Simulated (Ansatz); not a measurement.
System: fluorite SrCl2. Method: LDA in Ansatz (plane waves, PAW).

Numerical settings: plane-wave cutoff 520 eV, 6×6×6 k mesh, perturbation theory, scalar-relativistic PAW data made under PBE.

The cell has the measured lattice: a = b = c = 6.974 Å, α = β = γ = 90.00°.

Estimate the electronic dielectric constant ε∞ and static dielectric constant that the calculation returns.


- electronic dielectric constant ε∞: 3.01
- static dielectric constant: 8.81

Note: the cell isn't this level's own, so it is under some stress, which shifts stiffness and frequencies.

It cost around 110 core-seconds (rough) of CPU time.

Ansatz is a quantum-chemistry and plane-wave program.
